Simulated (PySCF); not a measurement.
Compound: CH2BH, CH3B.
SMILES: `B=C`

The closed-shell ground state was solved at several levels (PySCF, density fitting, gas phase, non-relativistic). Geometry: PBE0-D3(BJ)/def2-SVP; no solvent, vibrations or thermal averaging.

```json
{"level": "PBE/pcSseg-2", "basis functions": "114", "total energy (Eh)": "-64.6031", "HOMO (eV)": "-5.66", "LUMO (eV)": "-2.53", "gap (eV)": "3.13", "dipole (D)": "0.48"}
{"level": "HF/def2-SVPD", "basis functions": "64", "total energy (Eh)": "-64.1771", "HOMO (eV)": "-9.06", "LUMO (eV)": "1.96", "gap (eV)": "11.02", "dipole (D)": "0.86"}
{"level": "PBE/def2-SVPD", "basis functions": "64", "total energy (Eh)": "-64.5314", "HOMO (eV)": "-5.63", "LUMO (eV)": "-2.51", "gap (eV)": "3.12", "dipole (D)": "0.47"}
{"level": "BHandHLYP/def2-SVPD", "basis functions": "64", "total energy (Eh)": "-64.5957", "HOMO (eV)": "-7.65", "LUMO (eV)": "-0.40", "gap (eV)": "7.25", "dipole (D)": "0.71"}
{"level": "PBE0/6-31G*", "basis functions": "34", "total energy (Eh)": "-64.5824", "HOMO (eV)": "-6.33", "LUMO (eV)": "-1.02", "gap (eV)": "5.31", "dipole (D)": "0.44"}
{"level": "LDA/def2-SVPD", "basis functions": "64", "total energy (Eh)": "-63.9583", "HOMO (eV)": "-5.77", "LUMO (eV)": "-2.74", "gap (eV)": "3.03", "dipole (D)": "0.46"}
```

(1) What might B3LYP/def2-SVPD (64 basis functions) give for the same quantities?

(2) Over all these levels, which gives the widest orbital gap and which the narrowest?

(3) In the def2-SVPD basis, how does the gap go with the fixed share of exact exchange?

(4) How far do the dipole and the HOMO energy spread over the levels?

Results:

(1) Total energy -64.6445 Eh, HOMO -6.50 eV, LUMO -1.71 eV, gap 4.79 eV, dipole 0.59 D.

(2) HF/def2-SVPD (Hartree–Fock, all exact exchange) has the widest, 11.02 eV, and LDA/def2-SVPD (LDA) the narrowest, 3.03 eV. The two share the basis. From the narrowest to the widest the HOMO moves by -3.29 eV and the LUMO by +4.70 eV.

(3) LDA (0 %) 3.03 eV; PBE (0 %) 3.12 eV; B3LYP (20 %) 4.79 eV; BHandHLYP (50 %) 7.25 eV; HF (100 %) 11.02 eV. Each rise in the share widens the gap here.

(4) The dipole runs from 0.44 to 0.86 D (mean 0.57 D) and the HOMO from -9.06 to -5.63 eV.
